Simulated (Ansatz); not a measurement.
Ideal-gas functions of `FCC=C=S` at 400 K and 1 bar, from an Ansatz frequency run at PBE0-D4/def2-TZVP.

Molar mass 90.12 g/mol, point group C1 (symmetry number 1), electronic degeneracy 1, moments of inertia 28.492, 326.935, 336.182 u Å². Harmonic wavenumbers (cm⁻¹, unscaled): 72, 171, 378, 427, 549, 681, 837, 1005, 1040, 1114, 1242, 1303, 1397, 1495, 1858, 3064, 3123, 3181.

Use S(trans) = R[1.5 ln M + 2.5 ln T − 1.1517]; rotational temperatures θ = 24.2544 K / I; S(rot) = R[ln(√π/σ · √(T³/θAθBθC)) + 1.5]; for each mode x = 1.438777 ν̃/T, S = R[x/(eˣ − 1) − ln(1 − e⁻ˣ)] and H = RT x/(eˣ − 1); 1 cm⁻¹ = 0.0119627 kJ/mol; R = 8.31446 J/(mol·K).

Task: By hand: the entropy, in J/(mol·K).

Result: Translation 171.1. Rotation: θ = 0.8513, 0.0742, 0.0721 K, giving 114.4. Vibration, mode by mode: 19.57, 12.49, 6.37, 5.52, 3.89, 2.68, 1.72, 1.06, 0.96, 0.77, 0.53, 0.44, 0.33, 0.25, 0.08, 0.00, 0.00, 0.00, in all 56.6. Electronic 0.0. Sum 342.1 J/(mol·K).

Task: By hand: H − E and G − E in kJ/mol, counted from the electronic energy.

Result: Zero-point energy ½ × 22937 × 0.0119627 = 137.2; thermal vibration 12.1; translation, rotation and pV give 4 RT = 13.3. H − E = 162.6 kJ/mol, and G − E = 162.6 − 400 × 342.1/1000 = 25.8 kJ/mol.

Vibration gives 17 % of the entropy, 19.6 J/(mol·K) of it from the mode under 150 cm⁻¹: soft modes count most, and the harmonic formula is weakest for them. The sum counts one conformer and one mirror image; others add a mixing term.
